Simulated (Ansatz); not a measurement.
## Interaction energy ladder

The pair of HF (SMILES F, atoms 1–2) and CH5N (SMILES CN, atoms 3–9), both closed shells, in one local arrangement (a lower one may exist), relaxed at PBE0-D4/def2-TZVP:

F1  (-0.193, 0.256, -2.413)
H2  (0.435, 0.211, -1.737)
C3  (0.504, -0.231, 0.578)
N4  (-0.921, -0.086, 0.774)
H5  (1.005, 0.606, 0.053)
H6  (0.706, -1.158, 0.034)
H7  (1.007, -0.323, 1.543)
H8  (-1.408, -0.039, -0.112)
H9  (-1.134, 0.763, 1.281)
(Å)

Program: Ansatz 0.2.0. Basis: def2-TZVPPD, with def2-QZVPPD for the basis limit. Cores are frozen in the correlated methods. B3LYP uses VWN-RPA correlation. Extrapolation: Hartree–Fock as exp(−7.88 √X), correlation as X^−2.97. Interaction energies count from these two fragments, frozen as in the pair, with the counterpoise correction; negative means bound.

Problem. What is the interaction energy by CCSD(T) at an estimated basis limit (MP2 extrapolated from triple and quadruple zeta, plus CCSD(T) − MP2 in triple zeta)? (To be estimated.)

Solution. Computed: -1.65 kcal/mol. Hartree–Fock alone gives 0.29 kcal/mol at the basis limit, so without correlation the pair would not bind at this distance. It counts from the two fragments frozen as in the pair.

The same quantity by other methods in triple zeta, and each one's difference from that estimate:
```json
{"method": "PBE-D4", "E_int (kcal/mol)": "-2.10", "difference": "-0.45"}
{"method": "revPBE-D4", "E_int (kcal/mol)": "-1.32", "difference": "0.33"}
{"method": "BLYP-D4", "E_int (kcal/mol)": "-1.38", "difference": "0.27"}
{"method": "r2SCAN-D4", "E_int (kcal/mol)": "-2.35", "difference": "-0.70"}
{"method": "B97M-V", "E_int (kcal/mol)": "-2.05", "difference": "-0.39"}
{"method": "PBE0-D4", "E_int (kcal/mol)": "-1.89", "difference": "-0.23"}
{"method": "B3LYP-D4", "E_int (kcal/mol)": "-1.56", "difference": "0.09"}
{"method": "HSE06-D4", "E_int (kcal/mol)": "-1.88", "difference": "-0.23"}
{"method": "wB97X-V", "E_int (kcal/mol)": "-1.78", "difference": "-0.13"}
{"method": "wB97M-V", "E_int (kcal/mol)": "-1.81", "difference": "-0.16"}
{"method": "B2PLYP", "E_int (kcal/mol)": "-1.05", "difference": "0.60"}
{"method": "HF", "E_int (kcal/mol)": "0.29", "difference": "1.95"}
{"method": "MP2", "E_int (kcal/mol)": "-1.26", "difference": "0.40"}
{"method": "CCSD", "E_int (kcal/mol)": "-1.09", "difference": "0.57"}
{"method": "CCSD(T)", "E_int (kcal/mol)": "-1.38", "difference": "0.28"}
```
Differences are method less estimate.

Problem. Which atoms make the shortest contact between the fragments?

Solution. H2 and H5, 1.92 Å apart.

Basis-set superposition shift (counterpoise-corrected less uncorrected): CCSD(T) 0.43; MP2 0.42; HF 0.04; PBE0-D4 0.06; wB97M-V 0.06 kcal/mol.

The T1 diagnostic stays at or below 0.011.

For scale, one of the runs: CCSD(T)/def2-TZVPPD, 216 basis functions (an equivalent command: `ansatz run in.yaml --threads 4`). The run took 59 s on 4 CPU threads (shared host), with 3.4 GiB of host memory at its peak.
